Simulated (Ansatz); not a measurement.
Energy needed to pull apart Al2NH5 (SMILES [AlH2][NH][AlH2]), closed shell, into free ground-state atoms, from the structure below (displaced at random from a GFN2-xTB minimum); no zero-point or spin–orbit terms; open-shell atoms are treated unrestricted, in their ground-state multiplicity.

Al1  (-1.110, 1.167, -0.722)
N2  (0.169, 0.272, 0.193)
Al3  (1.121, -1.332, 0.577)
H4  (-2.268, 0.430, -1.569)
H5  (-1.017, 2.527, -0.663)
H6  (0.644, 0.975, 0.753)
H7  (2.299, -1.705, -0.188)
H8  (0.421, -2.369, 1.718)
(Å)

Computed with Ansatz 0.2.0 (basis: def2-TZVPP); correlated methods freeze the cores.

```json
{"method": "PBE-D4", "atomization energy (eV)": "22.22"}
{"method": "r2SCAN-D4", "atomization energy (eV)": "22.41"}
{"method": "B97M-V", "atomization energy (eV)": "23.05"}
{"method": "PBE0-D4", "atomization energy (eV)": "?"}
{"method": "CAM-B3LYP-D4", "atomization energy (eV)": "22.69"}
{"method": "wB97M-V", "atomization energy (eV)": "22.63"}
{"method": "HF", "atomization energy (eV)": "16.11"}
{"method": "MP2", "atomization energy (eV)": "21.97"}
{"method": "CCSD", "atomization energy (eV)": "?"}
{"method": "CCSD(T)", "atomization energy (eV)": "21.91"}
```

Q: What does CCSD give? (To be estimated.)

A: The calculation gives: 21.65 eV, which is about 0.26 eV less than CCSD(T)/def2-TZVPP.

Q: What does PBE0-D4 give? (To be estimated.)

A: The calculation gives: 21.98 eV, which is about 0.07 eV more than CCSD(T)/def2-TZVPP.

In triple zeta the MP2 and coupled-cluster atomization energies are still short of their basis limit by a few kcal/mol a bond, whereas those of the functionals are nearly converged, so these differences are not deviations from converged CCSD(T).

No T1 diagnostic of these runs exceeds 0.013.

For scale, one of the runs: CCSD(T)/def2-TZVPP forces, 185 basis functions (an equivalent command: `ansatz run in.yaml --threads 4`). The run took 52 s on 4 CPU threads (shared host), with 3.4 GiB of host memory at its peak.
